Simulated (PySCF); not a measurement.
CH2O, SMILES C=O. Atoms are numbered in the order given.

```xyz
4

C      0.0000     0.0000    -0.5246
O      0.0000     0.0000     0.6712
H      0.0000     0.9404    -1.1112
H      0.0000    -0.9404    -1.1112
```
Charge 0, spin multiplicity 1.

Coordinates come from a PBE0-D3(BJ)/def2-TZVPD optimisation.

Calculation: r2SCAN/def2-TZVPD run with PySCF.

The total energy is -114.48634 hartree and the point group is C2v. The highest occupied level is -6.54 eV and the lowest empty level comes out as -2.30 eV. The orbital gap is 4.24 eV and the dipole moment is 2.28 D. The quadrupole, principal values (traceless, Buckingham form, about the centre of nuclear charge) comes out as -0.67, 0.33, 0.34 D·Å. The mean static polarisability is 18.0 bohr³ (2.66 Å³). The polarisability, principal values is 12.9, 18.5, 22.5 bohr³.
